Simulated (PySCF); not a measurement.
# How methods differ on the ionisation energy of O

O [He] 2s2 2p4 (3P) → O⁺ [He] 2s2 2p3 (4S), as a difference of total energies. Computed with PySCF 2.14 in x2c-SVPall (3s2p1d, 14 functions), with the spin-free X2C one-electron Hamiltonian (Gaussian nucleus). Correlated levels: valence: 1s2 frozen. The calculations carry no spin-orbit coupling.

| method | ionisation energy (eV) | error (eV) |
| --- | --- | --- |
| UHF | 12.072 | -1.536 |
| BP86 | 14.070 | +0.462 |
| TPSS | 13.894 | +0.286 |
| MP2 (valence) | 12.953 | -0.655 |
| SCS-MP2 (valence) | 12.975 | -0.633 |
| CCSD (valence) | 12.961 | -0.647 |
| CCSD(T) (valence) | 12.969 | -0.639 |

Reference: 13.608 eV (measured; NIST levels, between the centres of gravity of the two terms).

Errors of the correlated levels include the incompleteness of this basis and the frozen core.
